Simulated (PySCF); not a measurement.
Saddle point of AlH5S, closed shell (AlH₃ + H₂S → AlH₃S ([AlH2][SH]) + H₂; bonds formed: H2–H5; dative contacts that become bonds: Al1–S6; bonds broken: Al1–H2, H5–S6), PBE0-D4/def2-TZVP structure:

| atom | x (Å) | y (Å) | z (Å) |
| --- | --- | --- | --- |
| Al1 | -0.7302 | -0.4909 | -0.0534 |
| H2 | 0.3639 | -0.7438 | 1.2205 |
| H3 | -0.8464 | -1.7957 | -0.9351 |
| H4 | -1.8714 | 0.5205 | 0.3610 |
| H5 | 1.0198 | -0.0888 | 0.4732 |
| S6 | 1.2075 | 0.7354 | -0.8540 |
| H7 | 0.8569 | 1.8634 | -0.2124 |

Energies are electronic, without zero-point energy. Barriers and step energies count from the start structure reached by relaxing down the imaginary mode; all methods use the PBE0-D4 structures, on which another method's saddle can fall below an end. Computed with PySCF 2.14 with density fitting (its default auxiliary sets; JK sets also for MP2 and CCSD(T)) (basis: def2-TZVPP, with def2-QZVPP for the basis limit); correlated methods freeze the cores. B3LYP uses VWN-RPA correlation. Extrapolation: Hartree–Fock as exp(−7.88 √X), correlation as X^−2.97.

```csv
method,barrier (kJ/mol),step energy (kJ/mol)
SPW92,18.3,-40.7
PBE-D4,32.4,-50.2
r2SCAN-D4,37.5,-52.3
PBE0-D4,44.8,-48.5
B3LYP-D4,53.5,-49.9
BHLYP-D4,?,-47.5
wB97M-V,61.2,-50.9
HF,?,-45.9
MP2,?,-57.7
CCSD,71.5,-47.9
CCSD(T),64.2,-49.7
```

**Question.** Fill in the withheld barriers. (To be estimated.)

**Answer.** By the calculation: BHLYP-D4 69.7; HF 104.6; MP2 58.5 kJ/mol. Each is the energy of the saddle less that of the start structure, by the same method.

For comparison, the barrier by CCSD(T) at an estimated basis limit (MP2 extrapolated from triple and quadruple zeta, plus CCSD(T) − MP2 in triple zeta) is 58.8 kJ/mol.

No T1 diagnostic of these runs exceeds 0.012.

Exchanges of this kind with a chalcogen hydride build sulfide and selenide films.

Labels in which every atom is bracketed show which atoms are joined, not bond orders.

For scale, one of the runs: CCSD(T)/def2-TZVPP, 154 basis functions, launched by `OMP_NUM_THREADS=4 python run.py`. Time: 45 s of wall clock on 4 CPU threads of an Intel Xeon Platinum 8488C; the host was shared. Peak host memory: 0.79 GiB.
